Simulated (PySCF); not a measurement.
Identify the unknown among the candidates.

All candidates are C5H11S (charge -1).

- NMR, other nuclei: isotropic shieldings of nuclei other than C and H, by class: 613 (1 S) ppm [GIAO PBE/pcSseg-1]
- 13C NMR: chemical shifts (computed TMS as zero) by class: 54.4 (1 C), 51.9 (1 C), 31.8 (1 C), 22.1 (1 C), 16.9 (1 C) ppm [GIAO PBE/pcSseg-1]
- Rotational structure: rotational constants A, B, C: 4.069, 1.645, 1.251 GHz [PBE0-D3(BJ)/def2-SVP]
- 1H NMR: chemical shifts (computed TMS as zero) by class: 4.79 (1 H), 3.21 (1 H), 2.35 (1 H), 0.72 (3 H), 0.68 (3 H), 0.41 (1 H), -0.47 (1 H) ppm [GIAO PBE/pcSseg-1]

Gas-phase values; electronic properties from PySCF, density fitting. Levels stand in brackets. One conformer (not necessarily the lowest) at the PBE0-D3(BJ)/def2-SVP geometry, without solvent, vibrations or thermal averaging. The geometry's basis has no diffuse functions, a weakness for an anion. The HOMO energy is positive, so at this level the finite basis confines the outermost electrons. No diffuse functions stand in pcSseg-1, which bears on an anion's orbital energies. Each NMR value is the plain mean over a class of atoms that symmetry, rotation or inversion makes alike.

Question: Which candidate is it?
A. `CCC(C)(C)[S-]`
B. `CCCCC[S-]`
C. `CCC([S-])CC`
D. `CC[C@H](C)C[S-]`
E. `CCC[C@@H](C)[S-]`

Answer: D. It is `CC[C@H](C)C[S-]`. Numbering: `[CH3:1][CH2:2][C@H:3]([CH3:4])[CH2:5][S-:6]`. 5 carbons fall into 5 classes; from least to most shielded: sp3 carbon bound to sulfur [C5] (54.4 ppm), sp3 CH carbon [C3] (51.9 ppm), chain CH2 carbon [C2] (31.8 ppm), methyl carbon [C4] (22.1 ppm), methyl carbon [C1] (16.9 ppm). Hydrogen classes from least to most shielded: 1 H on a chain CH2 carbon, C2 (4.79 ppm), 1 H on an sp3 carbon bound to sulfur, C5 (3.21 ppm), 1 H on an sp3 carbon bound to sulfur, C5 (2.35 ppm), 3 H on a methyl carbon, C1 (0.72 ppm), 3 H on a methyl carbon, C4 (0.68 ppm, a mean of values up to 0.8 ppm apart in this geometry), 1 H on an sp3 CH carbon, C3 (0.41 ppm), 1 H on a chain CH2 carbon, C2 (-0.47 ppm). The other shieldings belong to: 613 ppm, thiolate sulfur [S6]. The optimised geometry has point group C1 and is an asymmetric top.

The others, at the same levels:
- `CCC([S-])CC` fails: it has 3 carbon classes against 5; its computed 13C shifts are 57.9 (1 C), 41.9 (2 C), 15.6 (2 C) ppm, 1H shifts are 2.49 (1 H), 1.45 (2 H), 1.06 (6 H), 1.04 (2 H) ppm and rotational constant A is 3.179 GHz (against 4.069 GHz).
- `CCC(C)(C)[S-]` fails: it has 4 carbon classes against 5; its computed 13C shifts are 48.5 (1 C), 47.7 (1 C), 42.4 (2 C), 14.5 (1 C) ppm, 1H shifts are 1.50 (3 H), 1.40 (6 H), 1.32 (2 H) ppm and rotational constant A is 3.037 GHz (against 4.069 GHz).
- `CCCCC[S-]` fails: its computed 13C shifts are 54.0 (1 C), 46.8 (1 C), 39.3 (1 C), 30.4 (1 C), 18.2 (1 C) ppm, 1H shifts are 3.02 (2 H), 1.49 (2 H), 1.24 (2 H), 1.18 (2 H), 0.73 (3 H) ppm and rotational constant A is 15.095 GHz (against 4.069 GHz).
- `CCC[C@@H](C)[S-]` fails: its computed 13C shifts are 59.9 (1 C), 48.2 (1 C), 31.0 (1 C), 28.6 (1 C), 18.9 (1 C) ppm, 1H shifts are 3.02 (1 H), 2.13 (1 H), 1.16 (3 H), 0.96 (1 H), 0.87 (1 H), 0.82 (1 H), 0.77 (3 H) ppm and rotational constant A is 5.576 GHz (against 4.069 GHz).

Each candidate is one conformer, not necessarily the lowest. Dipoles, sizes and rotational constants follow the conformer. The torsions of the flexible species, by atom-mapped SMILES:
- `[CH3:1][CH2:2][C@H:3]([CH3:4])[CH2:5][S-:6]`: C1–C2–C3–C4 -69°, C2–C3–C5–S6 -60°
- `[CH3:1][CH2:2][CH:3]([S-:4])[CH2:5][CH3:6]`: C1–C2–C3–S4 -172°, C2–C3–C5–C6 -175°
- `[CH3:1][CH2:2][C:3]([CH3:4])([CH3:5])[S-:6]`: C1–C2–C3–C4 63°
- `[CH3:1][CH2:2][CH2:3][CH2:4][CH2:5][S-:6]`: C1–C2–C3–C4 180°, C2–C3–C4–C5 180°, C3–C4–C5–S6 180°
- `[CH3:1][CH2:2][CH2:3][C@@H:4]([CH3:5])[S-:6]`: C1–C2–C3–C4 176°, C2–C3–C4–C5 61°
